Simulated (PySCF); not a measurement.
Isomers of C5H9F. Computed with PySCF 2.14.0, PBE0-D3(BJ)/def2-SVP geometry optimisation, gas phase. One conformer each; no zero-point energy, no entropy. No frequencies were run at this level. Point groups hold within 0.08 Å.

**Question.** Order them by energy at this level, lowest first, and give relative energies in kcal/mol.
A. `[CH2:1]=[CH:2][CH2:3][CH2:4][CH2:5][F:6]` with C1–C2–C3–C4 120°, C2–C3–C4–C5 174°, C3–C4–C5–F6 -61° (5-fluoropent-1-ene)
B. `[CH3:1][C@H:2]([F:3])[CH:4]1[CH2:5][CH2:6]1` with C1–C2–C4–C5 -90°
C. `[CH3:1]/[CH:2]=[CH:3]/[C@@H:4]([CH3:5])[F:6]` with C2–C3–C4–C5 -119°
D. `[CH2:1]=[C:2]([CH3:3])[CH2:4][CH2:5][F:6]` with C1–C2–C4–C5 -109°, C2–C4–C5–F6 -68°

**Answer.** C (0.0), B (2.4), D (3.0), A (6.4).

Neighbours under 2.5 kcal/mol apart (C/C=C/[C@@H](C)F and C[C@H](F)C1CC1; C[C@H](F)C1CC1 and C=C(C)CCF) can change places with a better method, another conformer or zero-point energy.

| SMILES | E (Eh) | E rel (kcal/mol) | dipole (D) | point group | A, B, C (MHz) |
| --- | --- | --- | --- | --- | --- |
| C/C=C/[C@@H](C)F | -295.22839 | 0.0 | 1.56 | C1 | 7462, 1884, 1631 |
| C[C@H](F)C1CC1 | -295.22458 | 2.4 | 1.78 | C1 | 6161, 2604, 2015 |
| C=C(C)CCF | -295.22363 | 3.0 | 1.25 | C1 | 5814, 2405, 1906 |
| C=CCCCF | -295.21817 | 6.4 | 1.50 | C1 | 11717, 1410, 1360 |

**Question.** As an exercise, what shares would exp(−E/RT) give at 2000 K from these electronic energies alone (no entropy, no degeneracies)?

**Answer.** RT = 3.974 kcal/mol: C/C=C/[C@@H](C)F 45.1 %, C[C@H](F)C1CC1 24.7 %, C=C(C)CCF 21.2 %, C=CCCCF 9.0 %.
